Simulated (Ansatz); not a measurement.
A run for Ansatz (an electronic-structure program): R-wB97M-V/def2-TZVPPD on C4H4 (a complex). Files ending in .json are basis or fitting sets from the Basis Set Exchange.

Ansatz 0.2 input:
```yaml
crystal:
  periodic: [false, false, false]
  atoms:
    - {symbol: C, position_ang: [-0.59805939, -0.08688688, -2.54707305]}
    - {symbol: H, position_ang: [-1.66006439, -0.08684388, -2.55299405]}
    - {symbol: C, position_ang: [0.61377961, -0.08698088, -2.54384405]}
    - {symbol: H, position_ang: [1.67580561, -0.08710988, -2.54404005]}
    - {symbol: C, position_ang: [-0.00589739, 0.06780612, 1.94005495]}
    - {symbol: H, position_ang: [-0.00250339, 0.03407112, 0.87675795]}
    - {symbol: C, position_ang: [-0.00983439, 0.10609612, 3.15152095]}
    - {symbol: H, position_ang: [-0.01310039, 0.13947212, 4.21243195]}
basis:
  gaussian:
    orbitals: def2-TZVPPD.json
hamiltonian:
  xc: {name: wB97M-V}
scf: {lower_state_search: off}
```

### Question
What total energy does the run end on?

### Answer
-154.6513 hartree.

### Question
How many basis functions does it have, and what does it roughly cost on one machine?

### Answer
216 functions; around 9 core-seconds (rough).
